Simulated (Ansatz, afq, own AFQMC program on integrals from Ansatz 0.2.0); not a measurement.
AFQMC on a folder of integrals that Ansatz 0.2.0 wrote.

```yaml
crystal:
  periodic: [false, false, false]
  atoms:
    - {symbol: C, position_ang: [0.000000, -0.118571, 0.021465]}
    - {symbol: H, position_ang: [0.000000, 0.828280, -1.139343]}
    - {symbol: H, position_ang: [0.000000, 0.584623, 0.883558]}
basis:
  gaussian: {orbitals: cc-pVDZ}
magnetization: {spin_polarized: true, initial_magnetization: 0}
correlation: {method: ccsd_t, electrons: outside_noble_gas, hamiltonian_folder: ham}
```

```sh
$ ansatz run in.yaml --threads 1 --pin off --events-out ev --progress --plain --max-ram 15360MiB --backend cuda --devices 0, --max-vram 18GiB
```

Options of the walk:

```
--method phaseless --trial cisd --walkers 4000 --populations 20 --least-time 60 --time-step 0.005 --steps-per-block 50 --equilibration-blocks 40 --max-blocks 4000 --target-error 0.00029 --factor-cut 1e-05 --start spin_pure --seed 3079 --release-times 0.24,0.51,0.99,1.62,2.4 --release-step 0.03 --release-every 3 --taylor-order 6
```

Times are imaginary, in 1/Eh. The walk had a cap of 122 s. With eight or more populations the least sampling time is a fifth of least-time, and the error comes from their spread.

afq prints:

```
orbitals 23  electrons 3 3  factors 161 of 221
reference energy -38.84793080 Eh
CCSD correlation -0.13214881 Eh in 17 cycles, weight of the determinant in the CISD state 0.8530
energy of the start -38.964250 Eh
 block  time / (1/Eh)  mean weight  energy / Eh
     1     0.250  0.9998  -38.970939
     2     0.500  1.0001  -38.975560
     3     0.750  1.0000  -38.978520
     4     1.000  0.9999  -38.980037
     5     1.250  1.0001  -38.981220
    10     2.500  1.0000  -38.983572
    19     4.750  1.0002  -38.984489
    25     6.250  0.9999  -38.983649
    29     7.250  0.9998  -38.984569
    39     9.750  0.9999  -38.984892
    41    10.250  0.9999  -38.985993
    49    12.250  1.0003  -38.984425
    59    14.750  0.9998  -38.985524
    69    17.250  1.0001  -38.983682
    79    19.750  1.0003  -38.984320
    89    22.250  0.9998  -38.984124
error from the spread of 20 populations
released: time / (1/Eh)  energy / Eh  error  mean overlap
  0.24  -38.984720  0.000143  0.9989
  0.51  -38.984803  0.000117  0.9987
  0.99  -38.984875  0.000075  0.9960
  1.62  -38.984896  0.000066  0.9983
  2.40  -38.984711  0.000129  0.9995
energy -38.984580 +/- 0.000131 Eh
(rows thinned)
```

The run passed its tests (sampling time, drift between the halves within three errors, error under three times the target), which doesn't prove that it has relaxed. The second half of the sampling lies above the first by 2.3 errors of their difference, so the energy may still be moving and its error bar be too small.

Against this walk (error 3.6 meV) on the same determinant: CCSD(T) 37.3 meV higher, CCSDT(Q) 7.3 meV lower, CCSDTQ 7.7 meV lower, full CI 7.9 meV lower. The error is statistical and leaves out the bias of the constraint. The determinant has ⟨S²⟩ = 0.67, so the low cluster orders mix in higher spin, while the walk starts as a pure singlet. Released to 2.40 1/Eh the energy moves by -4 ± 5 meV (both errors), within twice the noise. The determinant is a poor start (see the cautions), so the low cluster orders aren't to be relied on, and full CI is the sure value.

Cautions: constraint bias not in the error; strong correlation (T1 0.078, weight of the determinant 0.85, largest double 0.08); unrestricted determinant spin contaminated (⟨S²⟩ 0.67 against 0.00); the next higher spin lies close (full CI puts it 146 meV above).

The walk took 28 s on 1 × NVIDIA H100 80GB HBM3 with 2 threads of AMD EPYC 7R13 Processor (Zen 3) (shared host) (the card was shared). The log's last line is the phaseless energy.

CCSDT and higher add their correlation energy to the determinant of the CCSD(T) run, since their own runs factorise the integrals more tightly (a shift of under 2 meV).
